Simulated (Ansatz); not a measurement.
Isomers of C3H5NO, relaxed with PBE0-D4/def2-TZVP in Ansatz; electronic energies, one conformer each and not always the lowest. Functionals use def2-TZVPP; CBS adds triple-zeta CCSD(T) − MP2 to the MP2 limit of def2-TZVPP and def2-QZVPP.

Task: Order them by energy at frozen-core CCSD(T)/CBS, lowest first. (Estimate.)
A. `CC1=NCO1`
B. `N/C=C1/CO1`
C. `OC1=CNC1`
D. `CC1(O)C=N1`
E. `C1=NCCO1`
F. `OC1=NCC1`

Result: E (0.0 kcal/mol), F (10.5 kcal/mol), A (15.2 kcal/mol), D (31.1 kcal/mol), C (34.2 kcal/mol), B (40.0 kcal/mol).

Task: How do ωB97M-V, PBE-D4, PBE0-D4, MP2/CBS(def2) place them (kcal/mol, against `C1=NCCO1`)? (Estimate.)

Result: Ansatz gave: 
```
      isomer  ωB97M-V  PBE-D4  PBE0-D4  MP2/CBS(def2)
  `OC1=NCC1`      9.7     9.5      9.6            9.2
  `CC1=NCO1`     14.4    13.9     14.8           14.5
`N/C=C1/CO1`     39.3    35.4     38.1           39.2
`CC1(O)C=N1`     31.5    31.8     33.0           29.2
  `OC1=CNC1`     34.5    32.4     33.4           33.1
```
